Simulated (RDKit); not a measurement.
RDKit input (UFF):

```python
from rdkit import Chem
from rdkit.Chem import AllChem, rdDetermineBonds

mol = Chem.MolFromXYZFile('mol.xyz')
rdDetermineBonds.DetermineBonds(mol, charge=0)
print('SMILES', Chem.MolToSmiles(Chem.RemoveHs(mol)))
ff = AllChem.UFFGetMoleculeForceField(mol)
e0 = ff.CalcEnergy()
flag = ff.Minimize(maxIts=5000, forceTol=1e-5)
print(f'energy {e0:.4f} -> {ff.CalcEnergy():.4f} kcal/mol, converged: {flag == 0}')
print(Chem.MolToXYZBlock(mol))
```
mol.xyz:
```
4

O      0.01545466     0.72381182    -0.07020381
O     -0.01124373    -0.72607760    -0.04190313
H      0.80569804     0.89668240     0.46138431
H     -0.83938551    -0.87855617     0.43547118
```

Output:

```
SMILES OO
energy 16.1272 -> 0.3007 kcal/mol, converged: True
4

O      0.042699    0.654812   -0.121314
O     -0.033695   -0.659705   -0.096670
H      0.770401    0.878146    0.513852
H     -0.808882   -0.857393    0.488880
```

The geometry given is a B3LYP-D3(BJ)/def2-TZVP minimum.
